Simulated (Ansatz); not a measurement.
# C₃H₆O₃: a ladder of functionals and wavefunction methods

An exercise on one series of results from a longer session: the logs are not shown, and one member is left open.

Computed with Ansatz 0.2.0, Gaussian basis. Level: functionals in def2-TZVPP, the program's frozen cores in correlated methods.

Levels to be run: PBE-D4, r2SCAN-D4, PBE0-D4, B3LYP-D4, ωB97X-V, ωB97M-V, B2PLYP; CCSD(T)/def2-TZVPP; MP2/def2-QZVPP; extrapolation to the limit.

## Structure used throughout

The geometry comes from an earlier relaxation with PBE0-D4 in a triple-zeta def2 set; it is a stationary point, not always the lowest conformer.

SMILES `O=C(O)CCO`, 12 atoms, charge 0, spin multiplicity 1.

Atoms are counted from 1 here; the program's logs count them from 0.

Bond lengths: O1–C2 1.201 Å, C2–O3 1.343 Å, C2–C4 1.504 Å, O3–H7 0.968 Å, C4–C5 1.508 Å, C4–H8 1.091 Å, C4–H9 1.096 Å, C5–O6 1.413 Å, C5–H10 1.095 Å, C5–H11 1.098 Å, O6–H12 0.959 Å. Angles: O1–C2–O3 122.6°, O1–C2–C4 125.4°, O3–C2–C4 112.0°, C2–O3–H7 106.5°, C2–C4–C5 111.9°, C2–C4–H8 109.7°, C2–C4–H9 107.0°, C5–C4–H8 110.7°, C5–C4–H9 110.2°, H8–C4–H9 107.1°, C4–C5–O6 107.7°, C4–C5–H10 109.1°, C4–C5–H11 109.5°, O6–C5–H10 111.3°, O6–C5–H11 110.7°, H10–C5–H11 108.5°, C5–O6–H12 108.9°.

Set-up of the first run:

Input file in.yaml:

```yaml
crystal:
  periodic: [false, false, false]
  atoms:
    - {symbol: O, position_ang: [-1.494551, 0.017767, -1.207830]}
    - {symbol: C, position_ang: [-0.299347, 0.130716, -1.213310]}
    - {symbol: O, position_ang: [0.437997, -0.035146, -2.323073]}
    - {symbol: C, position_ang: [0.545387, 0.509751, -0.028230]}
    - {symbol: C, position_ang: [-0.079106, 0.068735, 1.272090]}
    - {symbol: O, position_ang: [0.036499, -1.337562, 1.348611]}
    - {symbol: H, position_ang: [-0.181431, -0.243055, -3.036989]}
    - {symbol: H, position_ang: [1.546052, 0.088372, -0.139046]}
    - {symbol: H, position_ang: [0.650910, 1.600111, -0.046085]}
    - {symbol: H, position_ang: [-1.127492, 0.383886, 1.290219]}
    - {symbol: H, position_ang: [0.443585, 0.547902, 2.110017]}
    - {symbol: H, position_ang: [-0.660605, -1.676676, 1.912726]}
basis:
  gaussian: {orbitals: def2-TZVPP}
hamiltonian: {xc: pbe, dispersion: d4}
output: {forces: true, orbitals: {seedname: orbitals}}
```

The run is started by

```bash
$ ansatz run in.yaml --threads 4 --pin off --events-out ev --progress --plain --max-ram 10444MiB
```

Steps of the session up to this table: PBE-D4 (GGA); r2SCAN-D4 (meta-GGA); PBE0-D4 (hybrid); B3LYP-D4 (hybrid); ωB97X-V (range-separated); ωB97M-V (range-separated); B2PLYP (double hybrid); CCSD(T) in def2-TZVPP; MP2 in def2-QZVPP.

One table of the session follows, with a row left open; its other results are not shown here.

| method | atomisation energy (kcal/mol) |
| --- | --- |
| PBE-D4 | 1234.6 |
| r2SCAN-D4 | ? |
| PBE0-D4 | 1199.6 |
| B3LYP-D4 | 1191.5 |
| ωB97X-V | 1196.2 |
| ωB97M-V | 1198.7 |
| B2PLYP | 1182.2 |
| HF/def2-TZVPP | 831.6 |
| MP2/def2-TZVPP | 1195.0 |
| CCSD/def2-TZVPP | 1140.5 |
| CCSD(T)/def2-TZVPP | 1162.3 |
| MP2/CBS | 1227.3 |
| CCSD(T)/CBS | 1194.7 |

Q: Estimate the row for r2SCAN-D4 from the others.

**Answer.** atomisation energy (kcal/mol): 1199.3. In the column «atomisation energy (kcal/mol)» it lies between ωB97M-V (1198.7) and PBE0-D4 (1199.6).

Caveats from the session: Free atoms (3 O, 3 C, 6 H) were run apart at each level; the atomisation energy is their sum less the molecule, without zero-point or spin-orbit terms.
